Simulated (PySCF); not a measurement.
Start geometry of cyanoacetylene, `N#CC#C` from GFN2-xTB (Å):
```
atom  x, y, z in Å
C1    -1.2745   -0.1733   -0.0006
C2    -0.0816   -0.0110    0.0189
C3     1.2713    0.1722    0.0438
N4     2.4085    0.3275    0.0654
H5    -2.3151   -0.3126   -0.0159
```

**Question.** What comes out of this run: PySCF 2.14.0, CAM-B3LYP/6-31+G* geometry optimisation, gas phase?

**Answer.** 
```
atom  x, y, z in Å
C1    -1.281   -0.177   -0.028
C2    -0.088   -0.021   -0.003
C3     1.279    0.162    0.024
N4     2.427    0.315    0.047
H5    -2.340   -0.319   -0.048
```

The energy falls by 0.46 kcal/mol over 3 energy and gradient evaluations, the largest force component goes from 0.0275 to 2.5e-04 Eh/bohr, and the atoms move by 0.015 Å rms after alignment. The bond that changes most is C1–H5 (terminal alkyne carbon to alkyne hydrogen), which lengthens by 0.019 Å. Bonds longer at the end by more than 0.005 Å: 3 of 4; shorter: 0. The orientation of the end geometry is arbitrary; only internal coordinates are fixed.

The run used 74 basis functions and 21 SCF cycles in all. On one thread of an Arm Neoverse V2 (shared host), this took 3.8 s and 0.36 GiB of memory at its peak.

Stationary, but not proved a minimum.
